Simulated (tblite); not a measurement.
Compound: C4H7N2 (doublet state).
Numbering: `[H]/[N:4]=[C:3](\[C:2]=[CH2:1])[CH2:5][NH2:6]` (hydrogens: H7, H8 on C1; H9 on N4; H10, H11 on C5; H12, H13 on N6)
Bond orders are those of one Lewis drawing.

Computed with GFN2-xTB (tblite), gas phase: L-BFGS steps from a force-field or distance-geometry start until the largest atomic force falls under 0.01 eV/Å.

Step 11: E = -485.1466 eV
```
atom  x, y, z in Å  |  force x, y, z in eV/Å
C1      2.4398    0.0193    0.9706    0.009   0.005   0.011
C2      1.2303    0.0349    0.5333   -0.090   0.022   0.009
C3     -0.0939    0.1579    0.2341   -0.044   0.014  -0.013
N4     -0.9387    0.7952    0.9984   -0.053  -0.009  -0.032
C5     -0.6497   -0.4634   -1.0461    0.077   0.002   0.039
N6     -2.0658   -0.2606   -1.2460    0.070   0.021   0.064
H7      3.1598    0.7820    0.7057    0.065  -0.009  -0.020
H8      2.8125   -0.7671    1.6132    0.057  -0.034  -0.007
H9     -0.5135    1.1875    1.8358   -0.028  -0.002  -0.016
H10    -0.4481   -1.5405   -1.0221   -0.008   0.022  -0.030
H11    -0.1098   -0.0383   -1.9001   -0.018  -0.028   0.010
H12    -2.5685   -0.6432   -0.4508   -0.022  -0.009  -0.001
H13    -2.2589    0.7366   -1.2437   -0.014   0.006  -0.015
```

Step 12: E = -485.1476 eV
```
atom  x, y, z in Å  |  force x, y, z in eV/Å
C1      2.4426    0.0176    0.9690   -0.014   0.016   0.016
C2      1.2310    0.0374    0.5372   -0.063   0.006  -0.003
C3     -0.0927    0.1579    0.2348   -0.042   0.026   0.011
N4     -0.9411    0.7939    0.9955   -0.071   0.008  -0.008
C5     -0.6478   -0.4631   -1.0443    0.031   0.000   0.011
N6     -2.0642   -0.2609   -1.2459    0.044   0.031   0.077
H7      3.1637    0.7792    0.7058    0.067   0.010  -0.035
H8      2.8174   -0.7671    1.6117    0.048  -0.055   0.000
H9     -0.5219    1.1889    1.8346   -0.019  -0.006  -0.019
H10    -0.4491   -1.5398   -1.0223    0.010  -0.002  -0.023
H11    -0.1112   -0.0381   -1.8993    0.011  -0.019  -0.006
H12    -2.5699   -0.6410   -0.4516   -0.010  -0.036   0.008
H13    -2.2612    0.7354   -1.2429    0.009   0.021  -0.030
```

Step 13: E = -485.1485 eV
```
atom  x, y, z in Å  |  force x, y, z in eV/Å
C1      2.4446    0.0165    0.9679   -0.025   0.020   0.018
C2      1.2310    0.0396    0.5405   -0.014  -0.002   0.003
C3     -0.0924    0.1585    0.2356   -0.025   0.030   0.033
N4     -0.9446    0.7930    0.9928   -0.073   0.021   0.012
C5     -0.6457   -0.4627   -1.0425   -0.016  -0.001  -0.014
N6     -2.0619   -0.2605   -1.2443    0.004   0.030   0.061
H7      3.1681    0.7767    0.7053    0.044   0.007  -0.040
H8      2.8224   -0.7680    1.6102    0.025  -0.051  -0.010
H9     -0.5296    1.1900    1.8332   -0.017  -0.006  -0.018
H10    -0.4498   -1.5393   -1.0229    0.026  -0.022  -0.012
H11    -0.1122   -0.0383   -1.8987    0.035  -0.007  -0.018
H12    -2.5713   -0.6398   -0.4522    0.005  -0.050   0.018
H13    -2.2630    0.7348   -1.2428    0.030   0.029  -0.033
```

**Question.** Estimate the geometry and energy of step 14. (The exact step hangs on the optimiser's Hessian estimate; all steps are aligned on step 13, rigid shifts and turns removed.)

**Answer.** E = -485.1492 eV, largest force 0.061 eV/Å
```
atom  x, y, z in Å  |  force x, y, z in eV/Å
C1      2.4459    0.0159    0.9675   -0.023   0.019   0.017
C2      1.2306    0.0414    0.5435    0.025  -0.002   0.017
C3     -0.0929    0.1595    0.2369   -0.006   0.025   0.040
N4     -0.9488    0.7926    0.9908   -0.053   0.022   0.020
C5     -0.6440   -0.4624   -1.0412   -0.041   0.000  -0.025
N6     -2.0599   -0.2596   -1.2418   -0.030   0.018   0.027
H7      3.1725    0.7746    0.7041    0.008  -0.010  -0.038
H8      2.8269   -0.7696    1.6086   -0.002  -0.029  -0.030
H9     -0.5363    1.1908    1.8316   -0.020  -0.001  -0.010
H10    -0.4499   -1.5392   -1.0236    0.034  -0.025   0.000
H11    -0.1124   -0.0386   -1.8985    0.045   0.001  -0.017
H12    -2.5724   -0.6399   -0.4523    0.019  -0.048   0.024
H13    -2.2638    0.7350   -1.2434    0.043   0.031  -0.025
```

The energy changes by -0.0007 eV. The first-order estimate −F·Δx gives -0.0010 eV and the mean of the old and new forces, exact on a quadratic surface, -0.0007 eV. The step makes an angle of 62° with the force vector and moves no atom by more than 0.007 Å.

The cost below is that of the whole relaxation. On one thread, Arm Neoverse V2 (aarch64), shared host with 48 logical CPUs at a one-minute load of 27, this took 0.13 s of wall time.
